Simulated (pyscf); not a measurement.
Thermochemistry of product channels of `[CH3][InH2]` + `[CH3]` [doublet] on the doublet surface, in kJ/mol, from CCSD(T)/def2-TZVPP + ΔMP2(QZVPP) energies (ideal gas, 1 atm, RRHO with modes under 100 cm⁻¹ raised to 100, one conformer, R ln 2 for chiral ones without a mode under 150 cm⁻¹). Single points on ωB97X-D3(BJ)/def2-SVP structures (PySCF, gas phase). Correlated levels are frozen-core, on RHF or UHF. ΔMP2 is the change of the MP2 total energy from the triple- to the quadruple-zeta basis.

```
products                               ΔE  ΔH(298 K)  ΔG(298 K)  ΔG(900 K)
---------------------------------  ------  ---------  ---------  ---------
`[CH3][CH3]` + `[InH2]` [doublet]  -115.7     -100.0      -90.7      -64.3
`[CH3][InH]` [doublet] + `[CH4]`   -152.4     -133.4     -128.9     -114.6
```

These are energies of the channels, which say nothing of barriers. The CCSD(T) − MP2 part came from Ansatz, without density fitting, on the same reference. The frozen core leaves the outer d or s,p core shells of the metals and heavy elements correlated in the MP2 and CC values, and def2-TZVPP describes them poorly, which can shift differences by a few kcal/mol. Elements past Kr carry the def2 core potentials, without spin-orbit coupling.
